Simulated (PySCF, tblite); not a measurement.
Isomers of C2H5O2S (doublet state), one GFN2-xTB conformer each. Single-point energies are computed at B3LYP/pcH-1 (PySCF, gas phase, no added dispersion term), electronic only. GFN2-xTB treats the open shell by occupation alone, and not every SCF solution was tested for stability.

```tsv
SMILES	GFN2-xTB relative energy (kcal/mol)
[CH2]O[S@@](C)=O	0.0
[CH2][S@@](=O)OC	8.9
[CH2]S(C)(=O)=O	23.2
```

Conformers: `[CH2:1][O:2][S@@:3]([CH3:4])=[O:5]` (doublet state) with H–C1–O2–S3 -113° and 61°, C1–O2–S3–C4 -118°; `[CH2:1][S@@:2](=[O:3])[O:4][CH3:5]` (doublet state) with H–C1–S2–O3 179° and 34°, C1–S2–O4–C5 -164°; `[CH2:1][S:2]([CH3:3])(=[O:4])=[O:5]` (doublet state) with H–C1–S2–C3 -101° and 101°.

What does B3LYP/pcH-1 give for the same structures?

```json
{"SMILES": "[CH2]O[S@@](C)=O", "B3LYP/pcH-1 E (Eh)": "-627.76502", "B3LYP/pcH-1 (kcal/mol)": "0.0", "GFN2-xTB (kcal/mol)": "0.0", "point group": "C1"}
{"SMILES": "[CH2][S@@](=O)OC", "B3LYP/pcH-1 E (Eh)": "-627.73941", "B3LYP/pcH-1 (kcal/mol)": "16.1", "GFN2-xTB (kcal/mol)": "8.9", "point group": "C1"}
{"SMILES": "[CH2]S(C)(=O)=O", "B3LYP/pcH-1 E (Eh)": "-627.73697", "B3LYP/pcH-1 (kcal/mol)": "17.6", "GFN2-xTB (kcal/mol)": "23.2", "point group": "Cs"}
```

Both levels put the same isomer lowest; measured from each level's own lowest isomer, the values differ by up to 7.2 kcal/mol ([CH2][S@@](=O)OC: 8.9 against 16.1). Neighbours under 5.0 kcal/mol apart ([CH2][S@@](=O)OC and [CH2]S(C)(=O)=O) can change places with a better method, another conformer or zero-point energy.

What happens when harmonic zero-point energies from GFN2-xTB frequencies are added?

```csv
SMILES,ZPE (kcal/mol),electronic (kcal/mol),with ZPE (kcal/mol)
[CH2]O[S@@](C)=O,41.8,0.0,0.0
[CH2][S@@](=O)OC,42.5,16.1,16.8
[CH2]S(C)(=O)=O,42.2,17.6,17.9
```

The zero-point energies span 0.7 kcal/mol. The order is unchanged.
